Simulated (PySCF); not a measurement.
TDDFT excited states: C2H3Cl

Chloroethene, C2H3Cl.
SMILES: `C=CCl`

Theory: TDDFT CAM-B3LYP/def2-SVPD, vertical, gas phase, core orbitals frozen in the response (PySCF 2.14.0, density-fitted response routines). Geometry: GFN2-xTB; no solvent, vibrations or thermal averaging.

Task: What does the calculation give for the low-lying excited states?

Result: 

| state | E (eV) | λ (nm) | f | symmetry | main configurations (H = HOMO, L = LUMO) |
| --- | --- | --- | --- | --- | --- |
| S1 | 6.90 | 179.7 | 0.289 | A′ | H→L (96%) |
| S2 | 7.01 | 176.9 | 0.0024 | A″ | H→L+2 (82%) |
| S3 | 7.36 | 168.4 | 0.0004 | – | H-1→L (70%), H→L+1 (27%) |
| S4 | 7.40 | 167.6 | 0.0044 | A″ | H→L+1 (66%), H-1→L (28%) |
| S5 | 8.02 | 154.6 | 0.0031 | A″ | H→L+3 (92%) |
| S6 | 8.21 | 151.1 | 0.0046 | A′ | H-1→L+2 (90%) |
| S7 | 8.56 | 144.8 | 0.042 | A″ | H→L+4 (82%) |
| S8 | 8.81 | 140.8 | 0.0004 | – | H-3→L (96%) |

Triplets (Tamm–Dancoff): T1 4.23 eV, H→L (90%); T2 6.51 eV, H→L+2 (78%), H→L+7 (9%); T3 7.21 eV, H-1→L (92%).

The lowest singlet comes at 180 nm (666 kJ/mol) in the vacuum ultraviolet; it is strong; its leading configuration is HOMO→LUMO (96%). The lowest level is also the most intense of those listed (f = 0.289). Löwdin shares by element: HOMO carbon 58%, chlorine 36%; LUMO carbon 70%, chlorine 11%, hydrogen 8% or more. The listed states span 1.91 eV, and the widest gap between neighbours is 0.62 eV (S4 to S5). Orbital energies (eV): HOMO-3 -12.36, HOMO-2 -12.07, HOMO-1 -10.41, HOMO -8.97, LUMO 0.82, LUMO+1 1.59, LUMO+2 1.77. Of the 8 states listed, 2 reach f = 0.01 and 2 stay under 0.0005. No computed singlet lies in the visible range (380 to 750 nm); the lowest, at 180 nm, stands 3.64 eV above its violet end (3.26 eV). Symmetry labels in Cs follow from the direction of the transition dipole and are given only for states with f of 0.002 or more. Only the lowest 8 singlets were computed, as vertical energies without vibronic structure.
